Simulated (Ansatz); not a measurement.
Cubic perovskite SrTiO3 (cubic form, which distorts at low temperature), treated with rVV10 in Ansatz (plane waves, PAW).

Numerical settings: plane-wave cutoff 520 eV, 10×10×10 k mesh, Fermi–Dirac smearing 0.01 eV, no spin polarisation, scalar-relativistic PAW data made under PBE.

Energies at three volumes about the minimum:

| V (Å³/atom) | E − E_lowest (meV/atom) |
|---|---|
| 12.029 | 2.77 |
| 12.275 | 0.00 |
| 12.520 | 2.57 |

### Question
Fit a parabola by hand: where is the minimum, what lattice constant follows, and what is the bulk modulus?

### Answer
Slopes: (0.00 − 2.77)/(12.275 − 12.029) = -11.260 and (2.57 − 0.00)/(12.520 − 12.275) = 10.490 meV/Å³. Curvature E″ = 2 × (10.490 − (-11.260))/(12.520 − 12.029) = 88.595 meV/Å⁶. From the middle of the first interval, the slope vanishes at V0 = 12.1520 − (-11.260)/88.595 = 12.279 Å³/atom. B = V0 E″ = 12.279 × 88.595 meV/Å³ × 0.1602 GPa per meV/Å³ = 174 GPa. With 5 atoms in the cube, a = (5 × 12.279)^(1/3) = 3.945 Å. The full Birch–Murnaghan fit to all volumes gives V0 = 12.275 Å³/atom and B0 = 174 GPa.

Measured, for comparison: bulk modulus 172 GPa (room temperature, not corrected to a static lattice, Murnaghan fit, our sources range from 165 to 179; as tabulated in Guennou et al. (2010), arXiv:0910.0710); lattice constant a 3.89 Å (0 K, cubic phase extrapolated to 0 K; as tabulated in Bilc et al. (2008), arXiv:0805.0753). Computed (rounded) less measured: bulk modulus +1 % (inside the range of the sources held).

Note: the relaxation could not lower the start's symmetry, so the cell can be a saddle point above a distorted one.

Ansatz is a first-principles code.
